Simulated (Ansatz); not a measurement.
# What each rung costs, and what it gives

Saddle point of C2H6O, singlet (C₂H₆O (CCO) → C₂H₄ (C=C) + H₂O; bonds formed: O1–H8; bonds broken: O1–C2, C5–H8), PBE0-D4/def2-TZVP structure:

```
atom    x (Å)    y (Å)    z (Å)
  O1  -1.0909  -0.9795   0.2383
  C2  -0.1161   0.2915  -0.6365
  H3  -0.9583   0.9208  -0.8995
  H4   0.2676  -0.3039  -1.4594
  C5   0.7067   0.6064   0.4687
  H6   0.5060   1.5204   1.0151
  H7   1.7397   0.2783   0.4507
  H8  -0.1811  -0.4596   0.8801
  H9  -0.8737  -1.8745  -0.0574
```

Barriers are electronic and count from the start structure reached by relaxing down the imaginary mode.

Program: Ansatz 0.2.0. Basis: as named in each row. Cores are frozen in the correlated methods. B3LYP uses VWN-RPA correlation. Extrapolation: Hartree–Fock as exp(−7.88 √X), correlation as X^−2.97.

Times are rough, for one single point on 2 threads of a shared host (Intel Xeon Platinum 8223CL).

The estimate by CCSD(T) at an estimated basis limit (MP2 extrapolated from triple and quadruple zeta, plus CCSD(T) − MP2 in triple zeta) is 3.070 eV.

```
      method       basis  time (s)  barrier (eV)  method less estimate
          HF      STO-3G   under 1         5.520                 2.450
      PBE-D4      STO-3G   under 1         3.009                -0.061
       SPW92    def2-SVP   under 1         2.618                -0.452
    B3LYP-D4       6-31G   under 1         2.811                -0.259
      PBE-D4    def2-SVP   under 1         2.704                -0.367
     PBE0-D4    def2-SVP   under 1         3.069                -0.001
       SPW92  def2-TZVPP   under 1         2.556                -0.515
     BLYP-D4  def2-TZVPP         1         2.645                -0.425
      PBE-D4  def2-TZVPP         2         2.637                -0.433
     CCSD(T)    def2-SVP         2         3.289                 0.219
     PBE0-D4  def2-TZVPP         2         2.988                -0.082
    B3LYP-D4  def2-TZVPP         2         2.933                -0.138
    BHLYP-D4  def2-TZVPP         2         3.315                 0.245
CAM-B3LYP-D4  def2-TZVPP         2         3.064                -0.006
     wB97M-V    def2-SVP         2         3.086                 0.016
   r2SCAN-D4  def2-TZVPP         2         2.851                -0.219
  r2SCAN0-D4  def2-TZVPP         3         3.096                 0.026
  RPA on PBE  def2-TZVPP         3         3.023                -0.047
    PBE-QIDH  def2-TZVPP         3         3.160                 0.090
      B2PLYP  def2-TZVPP         4         2.985                -0.085
     wB97M-V  def2-TZVPP         5         3.012                -0.058
     wB97X-V  def2-TZVPP         5         3.137                 0.067
      B97M-V  def2-TZVPP         5         3.020                -0.050
         MP2  def2-QZVPP        15         3.012                -0.059
     CCSD(T)  def2-TZVPP        25         3.086                 0.016
```

All methods are single points on the PBE0-D4 structures.

T1 diagnostic: at most 0.018.
